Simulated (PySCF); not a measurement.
**Computed and reference excited states of `c1cnccn1` (pyrazine)**

Published values to compare with (the computed states carry no symmetry labels, so the two lists aren't matched line by line):

```json
{"state": "3B3u(n→π*)", "E (eV)": "3.33", "f": "", "kind of transition": "band maximum or as reported", "source": "[1]"}
{"state": "3B3u(n→π*)", "E (eV)": "3.59", "f": "", "kind of transition": "vertical absorption", "source": "[2]"}
{"state": "1B3u(n→π*)", "E (eV)": "3.93", "f": "", "kind of transition": "band maximum or as reported", "source": "[1]"}
{"state": "3B1u(π→π*, first)", "E (eV)": "4.04", "f": "", "kind of transition": "band maximum or as reported", "source": "[1]"}
{"state": "1B3u(n→π*)", "E (eV)": "4.14", "f": "", "kind of transition": "vertical absorption", "source": "[3]"}
{"state": "1B3u(n→π*)", "E (eV)": "4.15", "f": "0.006", "kind of transition": "vertical absorption", "source": "[2]"}
{"state": "1B3u(n→π*)", "E (eV)": "4.25", "f": "", "kind of transition": "vertical absorption", "source": "[4]"}
{"state": "3B1u(π→π*)", "E (eV)": "4.35", "f": "", "kind of transition": "vertical absorption", "source": "[2]"}
{"state": "3B2u(π→π*)", "E (eV)": "4.39", "f": "", "kind of transition": "vertical absorption", "source": "[2]"}
{"state": "1B2u(π→π*)", "E (eV)": "4.81", "f": "", "kind of transition": "band maximum or as reported", "source": "[1]"}
{"state": "3Au(n→π*)", "E (eV)": "4.93", "f": "", "kind of transition": "vertical absorption", "source": "[2]"}
{"state": "1Au(n→π*)", "E (eV)": "4.97", "f": "", "kind of transition": "vertical absorption", "source": "[3]"}
{"state": "1Au(n→π*)", "E (eV)": "4.98", "f": "", "kind of transition": "vertical absorption", "source": "[2]"}
{"state": "1B2u(π→π*)", "E (eV)": "4.99", "f": "", "kind of transition": "vertical absorption", "source": "[3]"}
{"state": "1B2u(π→π*)", "E (eV)": "5.02", "f": "0.078", "kind of transition": "vertical absorption", "source": "[2]"}
{"state": "1B2u(π→π*)", "E (eV)": "5.02", "f": "", "kind of transition": "vertical absorption", "source": "[4]"}
{"state": "1Au(n→π*)", "E (eV)": "5.05", "f": "", "kind of transition": "vertical absorption", "source": "[4]"}
{"state": "3B2g(n→π*)", "E (eV)": "5.08", "f": "", "kind of transition": "vertical absorption", "source": "[2]"}
{"state": "3B1u(π→π*)", "E (eV)": "5.28", "f": "", "kind of transition": "vertical absorption", "source": "[2]"}
{"state": "1B2g(n→π*)", "E (eV)": "5.68", "f": "", "kind of transition": "vertical absorption", "source": "[3]"}
{"state": "1B2g(n→π*)", "E (eV)": "5.71", "f": "", "kind of transition": "vertical absorption", "source": "[2]"}
{"state": "1B2g(n→π*)", "E (eV)": "5.74", "f": "", "kind of transition": "vertical absorption", "source": "[4]"}
{"state": "1B1u(π→π*, first)", "E (eV)": "6.51", "f": "", "kind of transition": "band maximum or as reported", "source": "[1]"}
{"state": "1Ag(n→3s)", "E (eV)": "6.65", "f": "", "kind of transition": "vertical absorption", "source": "[2]"}
{"state": "1Ag(n→3s)", "E (eV)": "6.66", "f": "", "kind of transition": "vertical absorption", "source": "[3]"}
{"state": "1B1g(n→π*)", "E (eV)": "6.70", "f": "", "kind of transition": "vertical absorption", "source": "[3]"}
{"state": "1B1g(n→π*)", "E (eV)": "6.74", "f": "", "kind of transition": "vertical absorption", "source": "[2]"}
{"state": "1B1g(n→π*)", "E (eV)": "6.76", "f": "", "kind of transition": "vertical absorption", "source": "[4]"}
```

[1] measured, gas; Loos, Lipparini, Boggio-Pasqua, Scemama, Jacquemin (2019), arXiv:1912.04173, literature columns
[2] computed, theoretical best estimate (aug-cc-pVTZ, frozen core, CC3 geometry), gas; Veril, Scemama, Caffarel, Lipparini, Boggio-Pasqua, Jacquemin, Loos, WIREs Comput. Mol. Sci. 2021, 11, e1517 (QUESTDB)
[3] computed, theoretical best estimate (aug-cc-pVTZ), revised with CC4, gas; Loos, Lipparini, Matthews, Blondel, Jacquemin, revising reference values with EOM-CC4 (2022), arXiv:2204.11658
[4] computed, CC3/TZVP, gas; arXiv:2401.06101 (2024), CC3 reference column of Thiel's set

Pyrazine, C₄H₄N₂.
SMILES: `c1cnccn1`

Computed, not measured: PySCF, TDDFT CAM-B3LYP/aug-cc-pVTZ, vertical, gas phase, core orbitals frozen in the response. Isolated species at its PBE0-D3(BJ)/def2-TZVP geometry, gas phase.

Computed singlets: 4.16 eV (f 0.006); 4.97 eV (f 0.000); 5.48 eV (f 0.117); 5.87 eV (f 0.000); 6.60 eV (f 0.072); 6.65 eV (f 0.000); 6.88 eV (f 0.000); 7.12 eV (f 0.000); 7.21 eV (f 0.047); 7.36 eV (f 0.105). Computed triplets (Tamm–Dancoff): 3.48, 4.21, 4.38, 4.85 eV.

**Question.** How does the lowest computed singlet compare with the best estimate listed for the lowest singlet (vertical absorption)?

**Answer.** 4.16 eV against 4.14 eV for 1B3u(n→π*) [3]: a difference of +0.02 eV. Geometry and basis of the two calculations needn't be the same.

**Question.** How does the lowest computed triplet compare with the best estimate listed for the lowest triplet (vertical absorption)?

**Answer.** 3.48 eV against 3.59 eV for 3B3u(n→π*) [2]: a difference of -0.11 eV. Geometry and basis of the two calculations needn't be the same.

Note on [3]: revises the 2021 QUESTDB value.

A measured band maximum holds vibronic effects and, in solution, solvent shifts, so it needn't equal the vertical energy.
